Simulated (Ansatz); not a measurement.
**Ytterbium, fcc: convergence with Fermi-Dirac smearing**

Computed with Ansatz, LDA, scalar-relativistic PAW, on the relaxed cell (a = 4.914 Å; spin not included). Errors count from a run at 420 eV on a Γ-centred 18×18×18 mesh with Fermi-Dirac smearing of 0.1 eV, extrapolated to zero width. Fixed here: cutoff 420 eV, mesh 11×11×11. The SCF starts from atomic densities corrected by a trained network.

| width (eV) | E(σ→0) error (meV/atom) | F error (meV/atom) | P (GPa) | SCF iterations |
| --- | --- | --- | --- | --- |
| 0.01 | -9.1 | -9.3 | 0.18 | 7 |
| 0.03 | -9.1 | -11.1 | 0.10 | 8 |
| 0.1 | -0.8 | -40.3 | 0.00 | 7 |
| 0.2 | 7.0 | -171.2 | 0.20 | 8 |
| 0.6 | -135.5 | -1441.0 | 1.30 | 9 |
| 1.0 | -487.9 | -3552.6 | 2.41 | 10 |

What does the run at 0.3 give (width)?

E(σ→0) error (meV/atom): -5.5; F error (meV/atom): -389.6; P (GPa): 0.48; SCF iterations: 8.
